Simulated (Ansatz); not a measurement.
Energy needed to pull apart BSiNH$_{4}$ (SMILES B[SiH]=N), closed shell, into free ground-state atoms, from the structure below (displaced at random from a GFN2-xTB minimum); no zero-point or spin–orbit terms; open-shell atoms are treated unrestricted, in their ground-state multiplicity.

B1  (-1.123, 0.381, -0.769)
Si2  (0.408, 0.221, 0.442)
N3  (1.070, -1.347, 0.327)
H4  (-1.441, -0.498, -1.342)
H5  (-1.818, 1.365, -0.789)
H6  (0.784, 1.279, 1.135)
H7  (2.062, -1.591, 0.891)
(Å)

Computed with Ansatz 0.2.0 (basis: def2-TZVPP); correlated methods freeze the cores.

```csv
method,atomization energy (kcal/mol)
SPW92,566.9
PBE-D4,506.8
BLYP-D4,505.3
r2SCAN-D4,496.4
PBE0-D4,?
wB97M-V,496.7
HF,330.7
MP2,?
CCSD,468.4
CCSD(T),479.4
```

What does MP2 give? (An estimate is asked for; the value comes from the calculation.)

By the calculation: 485.0 kcal/mol, which is about 5.6 kcal/mol more than CCSD(T)/def2-TZVPP.

What does PBE0-D4 give? (Judge from chemistry; the value comes from the calculation.)

Computed: 491.6 kcal/mol, which is about 12.3 kcal/mol more than CCSD(T)/def2-TZVPP.

In triple zeta the MP2 and coupled-cluster atomization energies are still short of their basis limit by a few kcal/mol a bond, whereas those of the functionals are nearly converged, so these differences are not deviations from converged CCSD(T).

The T1 diagnostic stays at or below 0.023. The restricted Hartree–Fock reference is unstable towards an unrestricted one here.

For scale, one of the runs: CCSD(T)/def2-TZVPP forces, 160 basis functions, launched by `ansatz run in.yaml --threads 4 --pin off --events-out ev --progress --plain --max-ram 5222MiB`. The run took 49 s on 4 CPU threads (shared host), with 2.2 GiB of host memory at its peak.
